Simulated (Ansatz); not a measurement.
**A-type hexagonal La₂O₃**

Calculation: LDA in Ansatz (plane waves, PAW).

Numerical settings: plane-wave cutoff 520 eV, 12×12×6 k mesh (along the axes of the cell as run), Fermi–Dirac smearing 0.01 eV, scalar-relativistic PAW data made under PBE.

Cell: relaxed at this level.

- equilibrium volume per atom = 15.54 Å³/atom
- bulk modulus B0 = 124 GPa
- lattice parameter a = 3.883 Å
- lattice parameter c = 5.951 Å
- band gap = 3.73 eV
- smallest direct gap on the k points sampled = 3.81 eV
- direct gap at Γ = 4.47 eV
- pressure derivative B′ of the bulk modulus = 3.4

Measured, for comparison: equilibrium volume per atom 16.44 Å³/atom (room temperature, not corrected to a static lattice, equation of state from high-pressure X-ray diffraction; as tabulated in Ibáñez et al. (2020), arXiv:2005.12956); bulk modulus 113 GPa (300 K, not corrected to a static lattice; as tabulated in Santana et al. (2016), arXiv:1608.06321); lattice constant a 3.934 Å (300 K, not corrected to a static lattice, our sources range from 3.934 to 3.940; as tabulated in Santana et al. (2016), arXiv:1608.06321); lattice parameter c 6.13 Å (temperature not stated, not corrected to a static lattice; as tabulated in Rustad et al. (2011), arXiv:1107.4261). Computed (rounded) less measured: equilibrium volume per atom -5.5 %, bulk modulus +10 %, lattice constant a -1.3 % (-1.3 % to -1.4 % over the range), lattice parameter c -2.9 %. A static lattice is as a rule a little smaller and stiffer than an uncorrected measurement, which narrows the difference in the bulk modulus, lattice constant a and would widen misses of the other sign.

Note: the bulk modulus comes from volumes at which shape and atoms were relaxed.

Spin–orbit coupling is not included.

Computed values are for the static lattice.

The result took very roughly 8 core-minutes.

Ansatz is an electronic-structure program.
